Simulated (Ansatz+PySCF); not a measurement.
## doublet C2H5: levels of theory in one basis

```xyz
7

C     0.0000    0.0145   -0.6350
C     0.0000   -0.0388    0.7272
H     0.8590    0.0136    1.2473
H    -0.8590    0.0136    1.2473
H     0.0000    0.9753   -0.9807
H     0.8201   -0.4285   -1.0335
H    -0.8201   -0.4285   -1.0335
```

Basis set: def2-SVP (spherical functions). Left uncorrelated: 2 orbitals. Correlation on ROHF uses semicanonical orbitals with singles. Charge 0, multiplicity 2.

Computed with Ansatz (development build ahead of 0.2.0); each method stands on the lowest determinant of its kind that the runs found.

| method | E − E(ROHF) (eV) | <S²> of the determinant |
| --- | --- | --- |
| ROHF | 0.00 | 0.75 |
| UHF | -0.11 | 0.76 |
| ROHF-MP2 | -7.33 | – |
| UHF-MP2 | -7.32 | 0.76 |
| ROHF-CCSD | -8.23 | – |
| UHF-CCSD | -8.24 | 0.76 |

Question: What does ROHF-CCSD(T) give on the same scale?

Answer: -8.42 eV.

Question: Is a single determinant a sound starting point here?

Answer: By this sign, yes. Unrestricted orbitals gain 0.11 eV and <S²> is 0.76 against 0.75 for a pure state.
